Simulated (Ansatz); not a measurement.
# One shape, several levels: triplet NH3

Wanted: a comparison of 6 runs (UHF/3-21G, UHF/def2-TZVPPD, U-wB97M-V/def2-TZVPPD, UB2PLYP/def2-TZVPPD, UB3LYP/def2-TZVPPD, UMP2/def2-TZVPPD) of triplet NH3. 

Program for the calculation: Ansatz 0.2.0.

29 further runs of the same task are left out: 29 set aside as unsound or not needed.

### Step 1. Starting point

The species is NH3 (4 atoms), meant as a triplet with charge 0. SMILES of the parent species: `N`. Geometry: relaxed at PBE0-D4/def2-TZVP. That shape belongs to the parent species and isn't relaxed for this state.

Bond lengths: N1–H2 1.013 Å, N1–H3 1.013 Å, N1–H4 1.013 Å. Angles: H2–N1–H3 107.1°, H2–N1–H4 107.1°, H3–N1–H4 107.1°.

### Step 2. The energy at UHF/3-21G (run 1)

input.yaml reads:

```yaml
crystal:
  periodic: [false, false, false]
  atoms:
    - {symbol: N, position_ang: [-0.069910, 0.249470, 0.110930]}
    - {symbol: H, position_ang: [0.490470, -0.301820, 0.749180]}
    - {symbol: H, position_ang: [-0.887480, -0.301940, -0.118910]}
    - {symbol: H, position_ang: [0.466920, 0.354280, -0.741200]}
basis:
  gaussian: {orbitals: 3-21G.json}
magnetization: {spin_polarized: true, initial_magnetization: 2}
hamiltonian: {xc: hf}
accuracy: high
output: {orbitals: {seedname: orbitals}}
```

The basis set 3-21G is read from a file made from the Basis Set Exchange's data (not shown).

The run is started by

```
$ ansatz run input.yaml --threads 1 --pin off --max-ram 3480MiB --events-out events.jsonl --progress --plain --runs-dir runs
```

Log:

```text
Warning: RAYON_NUM_THREADS=1 ignored (pool sized by the plan → 1); use --threads N
Functional definition: HF
  name "HF"
  exchange = exact_x
  correlation = 0
291 factors; integrals over basis functions are off by at most 1.6e-9 eV
mean field evaluation 1: about -1512.6655 eV, gradient 7.0e0 eV
mean field evaluation 2: about -1512.6662 eV, gradient 7.0e0 eV
mean field evaluation 4: about -1512.9718 eV, gradient 3.1e-1 eV
mean field evaluation 8: about -1512.9727 eV, gradient 5.3e-4 eV
mean field evaluation 16: about -1512.5667 eV, gradient 1.7e0 eV
mean field evaluation 32: about -1512.8685 eV, gradient 9.4e-1 eV
mean field -1512.97271179 eV, -55.6007216284 hartree, gradient 2.8e-8 eV, S^2 2.001883; 0 other end points of the search recorded, 0 dependent functions left out
reference -1512.97271179 eV, -55.6007216284 hartree; 6, 4 occupied and 9, 11 virtual orbitals, 291 factors
Total energy: -1512.97271179 eV, -55.6007216284 hartree
```

Wall time 0.1 s (1 thread of Arm Neoverse V1, shared host).

### Step 3. A single-point energy at UHF/def2-TZVPPD (run 2)

in.yaml reads:

```yaml
crystal:
  periodic: [false, false, false]
  atoms:
    - {symbol: "N", position_ang: [-0.069910, 0.249470, 0.110930]}
    - {symbol: H, position_ang: [0.490470, -0.301820, 0.749180]}
    - {symbol: H, position_ang: [-0.887480, -0.301940, -0.118910]}
    - {symbol: H, position_ang: [0.466920, 0.354280, -0.741200]}
basis:
  gaussian:
    orbitals: def2-TZVPPD.json
magnetization:
  spin_polarized: true
  initial_magnetization: 2
hamiltonian:
  xc: hf
accuracy: high
output:
  orbitals: {seedname: orbitals}
```

The basis set def2-TZVPPD is read from a file made from the Basis Set Exchange's data (not shown).

The run is started by

```
$ ansatz run in.yaml --threads 1 --pin off --max-ram 3480MiB --events-out events.jsonl --progress --plain --runs-dir runs
```

Log:

```text
Warning: RAYON_NUM_THREADS=1 ignored (pool sized by the plan → 1); use --threads N
Functional definition: HF
  name "HF"
  exchange = exact_x
  correlation = 0
1413 factors; integrals over basis functions are off by at most 3.1e-9 eV
mean field evaluation 1: about -1523.4902 eV, gradient 1.1e1 eV
mean field evaluation 2: about -1523.4904 eV, gradient 1.1e1 eV
mean field evaluation 4: about -1524.4190 eV, gradient 1.2e0 eV
mean field evaluation 8: about -1524.4419 eV, gradient 6.2e-4 eV
mean field -1524.44193309 eV, -56.0222077372 hartree, gradient 2.7e-8 eV, S^2 2.006749; 0 other end points of the search recorded, 0 dependent functions left out
reference -1524.44193309 eV, -56.0222077372 hartree; 6, 4 occupied and 82, 84 virtual orbitals, 1413 factors
Total energy: -1524.44193309 eV, -56.0222077372 hartree
```

Run time: 1.3 s. Hardware: 1 thread of Arm Neoverse V1, shared host; peak memory 0.15 GiB.

Run 3 isn't shown in full; the table further down has it.

### Step 4. A single-point energy at UB2PLYP/def2-TZVPPD (run 4)

molecule.yaml reads:

```yaml
crystal:
  periodic: [false, false, false]
  atoms:
    - {symbol: N, position_ang: [-0.069910, 0.249470, 0.110930]}
    - {symbol: H, position_ang: [0.490470, -0.301820, 0.749180]}
    - {symbol: H, position_ang: [-0.887480, -0.301940, -0.118910]}
    - {symbol: H, position_ang: [0.466920, 0.354280, -0.741200]}
basis:
  gaussian: {orbitals: def2-TZVPPD.json}
magnetization: {spin_polarized: true, initial_magnetization: 2}
hamiltonian: {xc: {name: B2PLYP}}
correlation: {frozen_orbitals: {H: 0, "N": 1}}
accuracy: high
output: {orbitals: {seedname: orbitals}}
```

The basis set def2-TZVPPD is read from a file made from the Basis Set Exchange's data (not shown).

The run is started by

```
$ ansatz run molecule.yaml --threads 1 --pin off --max-ram 3480MiB --events-out events.jsonl --progress --plain --runs-dir runs
```

Log (excerpt; [...] marks lines left out):

```text
Warning: RAYON_NUM_THREADS=1 ignored (pool sized by the plan → 1); use --threads N
Functional definition: B2PLYP
  name "B2PLYP"
[...]
1413 factors; integrals over basis functions are off by at most 3.1e-9 eV
[...]
mean field -1530.39260930 eV, -56.2408910545 hartree, gradient 2.0e-8 eV, S^2 2.003342; 0 other end points of the search recorded, 0 dependent functions left out
1 core orbitals not correlated: weight in the atoms' cores, before any rotation towards them, 1.000 or more for the frozen orbitals, at most 0.000 for the correlated occupied ones
reference -1530.39262823 eV, -56.2408917502 hartree; 5, 3 occupied and 82, 84 virtual orbitals, 1413 factors
second order -6.34688520 eV of doubles, -0.00000000 eV of singles
Total energy: -1532.10628724 eV, -56.3038675571 hartree
```

Run time: 4.2 s. Hardware: 1 thread of Arm Neoverse V1, shared host; peak memory 0.19 GiB.

Run 5 isn't shown in full; the table further down has it.

### Step 5. The energy at UMP2/def2-TZVPPD (run 6)

run.yaml reads:

```yaml
crystal:
  periodic: [false, false, false]
  atoms:
    - {symbol: N, position_ang: [-0.069910, 0.249470, 0.110930]}
    - {symbol: H, position_ang: [0.490470, -0.301820, 0.749180]}
    - {symbol: H, position_ang: [-0.887480, -0.301940, -0.118910]}
    - {symbol: H, position_ang: [0.466920, 0.354280, -0.741200]}
basis:
  gaussian: {orbitals: def2-TZVPPD.json}
magnetization: {spin_polarized: true, initial_magnetization: 2}
correlation: {method: mp2, frozen_orbitals: {H: 0, "N": 1}}
accuracy: high
```

The basis set def2-TZVPPD is read from a file made from the Basis Set Exchange's data (not shown).

The run is started by

```
$ ansatz run run.yaml --threads 1 --pin off --max-ram 3480MiB --events-out events.jsonl --progress --plain --runs-dir runs
```

Log:

```text
Warning: RAYON_NUM_THREADS=1 ignored (pool sized by the plan → 1); use --threads N
Functional definition: HF
  name "HF"
  exchange = exact_x
  correlation = 0
1413 factors; integrals over basis functions are off by at most 3.1e-9 eV
mean field evaluation 1: about -1523.4902 eV, gradient 1.1e1 eV
mean field evaluation 2: about -1523.4904 eV, gradient 1.1e1 eV
mean field evaluation 4: about -1524.4190 eV, gradient 1.2e0 eV
mean field evaluation 8: about -1524.4419 eV, gradient 6.2e-4 eV
mean field -1524.44193309 eV, -56.0222077372 hartree, gradient 2.7e-8 eV, S^2 2.006749; 0 other end points of the search recorded, 0 dependent functions left out
1 core orbitals not correlated: weight in the atoms' cores, before any rotation towards them, 1.000 or more for the frozen orbitals, at most 0.000 for the correlated occupied ones
reference -1524.44193309 eV, -56.0222077372 hartree; 5, 3 occupied and 82, 84 virtual orbitals, 1413 factors
second order -5.29116612 eV of doubles, -0.00000000 eV of singles
Total energy: -1529.73309921 eV, -56.2166545056 hartree
```

Run time: 1.4 s. Hardware: 1 thread of Arm Neoverse V1, shared host; peak memory 0.15 GiB.

### Step 6. The series

```
run                  level  frozen core orbitals  energy (Eh)  HOMO energy (eV)   ⟨S²⟩  wall time
  1              UHF/3-21G                     –   -55.600722             -1.82  2.002      0.1 s
  2        UHF/def2-TZVPPD                     –   -56.022208             -3.99  2.007      1.3 s
  3  U-wB97M-V/def2-TZVPPD                     –   -56.312696             -4.25  2.002       19 s
  4    UB2PLYP/def2-TZVPPD                     1   -56.303868             -3.21  2.003      4.2 s
  5     UB3LYP/def2-TZVPPD                     –   -56.359009             -2.71  2.002      3.3 s
  6       UMP2/def2-TZVPPD                     1   -56.216655                 –  2.007      1.4 s
```

### Step 7. Results

| quantity | value |
| --- | --- |
| run 6: total energy | -56.21665 Eh |
| run 6: correlation energy (1 core orbital frozen) | -194.4 mEh |
| run 6: ⟨S²⟩ of the reference determinant | 2.007 |

Totals of different functionals can't be ranked against each other. All runs together took 30 s, the longest 19 s.
